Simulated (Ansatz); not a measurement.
Geometry optimisation, Ansatz, RKS PBE0-D4/6-31G.

Input:

```yaml
crystal:
  periodic: [false, false, false]
  atoms:
    - { symbol: F, position_ang: [-1.4955, -0.5151, 1.3998] }
    - { symbol: C, position_ang: [-0.6946, 0.5809, 1.3123] }
    - { symbol: S, position_ang: [0.906, 0.0135, 0.7766] }
    - { symbol: C, position_ang: [0.5257, -0.817, -0.7387] }
    - { symbol: S, position_ang: [0.2321, 0.3429, -2.1061] }
    - { symbol: H, position_ang: [-1.1004, 1.3361, 0.6158] }
    - { symbol: H, position_ang: [-0.5954, 1.0382, 2.3097] }
    - { symbol: H, position_ang: [1.292, -1.4998, -1.0215] }
    - { symbol: H, position_ang: [-0.4533, -1.4012, -0.5493] }
    - { symbol: H, position_ang: [1.4666, 0.8704, -1.9957] }
basis:
  gaussian: { orbitals: "6-31G" }
hamiltonian:
  xc: pbe0
  dispersion: d4
relax:
  f_tol: 0.015
  max_steps: 40
```

Run as:

```bash
$ ansatz run input.yaml --threads 1 --pin off --max-ram 2048MiB --backend cpu --events-out ev --progress --plain --runs-dir out
```

Question: Where does it end, and by what steps?

Answer: The run converged. Limits of this set-up: no polarisation functions. After 6 steps the energy has fallen by 0.505 eV; S3 moved furthest, 0.24 Å.

```
step  energy less start (eV)  largest force component (eV/Å)  accepted
   0                  0.0000                           3.113       yes
   1                 -0.4262                           1.360       yes
   2                 -0.4938                           0.310       yes
   3                 -0.5032                           0.131       yes
   4                 -0.5043                           0.074       yes
   5                 -0.5049                           0.026       yes
   6                 -0.5051                           0.006       yes
```

```xyz
10
Properties=species:S:1:pos:R:3
F -1.656 -0.446 1.463
C -0.684 0.584 1.330
S 0.970 -0.142 0.943
C 0.524 -0.849 -0.726
S 0.158 0.401 -2.070
H -0.997 1.236 0.513
H -0.596 1.121 2.274
H 1.346 -1.501 -1.018
H -0.388 -1.434 -0.614
H 1.406 0.978 -2.092
```

Time of the run: 16 s on 1 thread of Intel(R) Xeon(R) 6975P-C (Granite Rapids) (shared host), peak memory 0.18 GiB.
